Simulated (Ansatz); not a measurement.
C₃H₂ClF (`FC1=CC1Cl`), relaxed with RKS PBE0-D4/def2-TZVP in the Gaussian-basis code of Ansatz from a PBE-D4/def2-SVP geometry. The force threshold is 0.005 eV/Å; the program also tests the step.

The species carries charge 0 and has multiplicity 1.

Start:

```xyz
7

F     1.726   -0.130    1.326
C     0.763    0.076    0.458
C     0.088    0.920   -0.285
C    -0.340   -0.538   -0.271
Cl   -1.860   -1.029    0.597
H    -0.160    1.908   -0.681
H    -0.217   -1.208   -1.144
```

(1) How much energy does the relaxation release, and in how many steps? (Best estimate.)

(2) Which bonds change most? (Best estimate.)

(3) Give the relaxed structure. (An estimate is asked.)

## Answers

(1) Ansatz gave: 1.15 kcal/mol, in 5 steps.

(2) Ansatz gave: C2–C3 from 1.311 to 1.288 Å; C4–Cl5 from 1.818 to 1.797 Å; C4–H7 from 1.106 to 1.086 Å; C2–C4 from 1.458 to 1.439 Å.

(3) The calculation gave: 
```xyz
7

F     1.702   -0.130    1.307
C     0.749    0.082    0.450
C     0.086    0.909   -0.282
C    -0.335   -0.533   -0.269
Cl   -1.836   -1.019    0.591
H    -0.152    1.883   -0.671
H    -0.213   -1.191   -1.125
```
